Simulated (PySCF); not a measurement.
## LiS, CCSD(T): how much the basis matters

PySCF, UHF reference; doublet, unpaired electrons π ↑; De to Li + S without counterpoise correction. Frozen cores follow the default of each basis and core potential.

| basis | relativity | functions | Re (Å) | ωe (cm⁻¹) | De (eV) | frozen orbitals |
| --- | --- | --- | --- | --- | --- | --- |
| STO-3G | no relativity | 14 | 2.032 | 763 | n/a | 5 |
| pcseg-1 | no relativity | 27 | 2.185 | 563 | 2.62 | 5 |
| 6-311G(d,p) | no relativity | 44 | 2.153 | 586 | 2.82 | 5 |
| def2-TZVP | no relativity | 51 | 2.158 | 583 | 2.91 | 5 |
| x2c-TZVPPall | spin-free X2C | 61 | 2.157 | 584 | 2.96 | 5 |

Q: How does each smaller set differ from the one with most functions, x2c-TZVPPall?

A: STO-3G: -12.5 pm, +30.7 % in ωe; pcseg-1: +2.8 pm, -3.6 % in ωe, -0.34 eV in De; 6-311G(d,p): -0.4 pm, +0.3 % in ωe, -0.14 eV in De; def2-TZVP: +0.1 pm, -0.2 % in ωe, -0.05 eV in De. All at CCSD(T); the set with most functions is neither the basis-set limit nor always the best. The rows treat relativity differently, so the differences are not basis effects alone.

Correlated steps freeze 5 core orbitals. Correlated levels converge slowly with the basis: in double zeta they bind strong bonds too weakly, by up to about 1 eV, and carry superposition errors of some tenths. STO-3G is very small, so such numbers show the basis as much as the molecule. The state is the lowest determinant that a PBE0 search found; another state may lie lower at other levels.
